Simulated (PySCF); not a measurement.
# AlS: from constants to spectrum

UHF-CCSD(T) constants of AlS, ²Σ⁺ (doublet), unpaired electrons σ ↑ (basis Al x2c-TZVPPall, S x2c-TZVPPall; spin-free X2C with a Gaussian nucleus; PySCF 2.14; masses 26.9815 and 31.9721 u):

```
ωe              : 612.6 cm⁻¹
ωexe            : 3.4 cm⁻¹
Be              : 0.27516 cm⁻¹
αe              : 0.00172 cm⁻¹
D (centrifugal) : 2.22e-07 cm⁻¹
De to Al + S    : 3.95 eV
```

(1) Give the vibrational terms G(v) and spacings up to v = 6.

(2) How well does the Morse estimate ωe²/(4ωexe) reproduce De, and what is D0?

Correlated steps freeze 10 core orbitals. The state is the lowest determinant that a PBE0 search found; another state may lie lower at other levels.

## Answers

(1) G(v) = ωe(v+½) − ωexe(v+½)².

```csv
v,G(v) (cm⁻¹),G(v) − G(v−1),Bv (cm⁻¹)
0,305.4,,0.2743
1,911.3,605.8,0.2726
2,1510.2,599.0,0.2709
3,2102.4,592.2,0.2691
4,2687.9,585.4,0.2674
5,3266.5,578.6,0.2657
6,3838.2,571.8,0.2640
```

(2) It gives 3.42 eV, 87 % of the computed De. D0 = De − G(0) = 3.95 − 0.04 = 3.91 eV.
